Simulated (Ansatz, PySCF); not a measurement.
This Ansatz (a first-principles code) input computes a CCSD(T)/cc-pVDZ energy:

Ansatz 0.2 input:
```yaml
crystal:
  periodic: [false, false, false]
  atoms:
    - {symbol: C, position_ang: [0.13152232, 0.38672480, 0.01599482]}
    - {symbol: C, position_ang: [1.26715633, -0.26934746, -0.00652910]}
    - {symbol: F, position_ang: [-1.14692546, -0.29258346, -0.01565564]}
    - {symbol: H, position_ang: [-0.14655768, 1.44553984, 0.05762139]}
    - {symbol: H, position_ang: [2.07681501, 0.48344726, 0.02648506]}
basis:
  gaussian:
    orbitals: cc-pVDZ
total_charge: -1
magnetization: {spin_polarized: false}
correlation: {method: ccsd_t, electrons: outside_noble_gas}
```

Question: Write an input for the same energy in PySCF and say what it gives.

Answer: 
```python
from pyscf import gto, scf, mp, cc as ccmod

mol = gto.M(
    atom='''
    C     0.13152232    0.38672480    0.01599482
    C     1.26715633   -0.26934746   -0.00652910
    F    -1.14692546   -0.29258346   -0.01565564
    H    -0.14655768    1.44553984    0.05762139
    H     2.07681501    0.48344726    0.02648506
    ''',
    basis='cc-pvdz',
    charge=-1,
    spin=0,
    verbose=4,
)

mf = scf.RHF(mol)
mf.conv_tol = 1e-10
mf.max_cycle = 100
mf.kernel()
mp2 = mp.MP2(mf, frozen=3).run()
cc = ccmod.CCSD(mf, frozen=3)
cc.max_cycle = 100
cc.kernel()
et = cc.ccsd_t()
print(f'E(CCSD(T)) = {cc.e_tot + et:.9f}')
```
It gives -176.72114 Eh, and Ansatz -176.72114 Eh, a difference of 0.00 mEh.

It need not be the lowest isomer of its formula. Whether it binds its extra electron was not tested at this geometry.
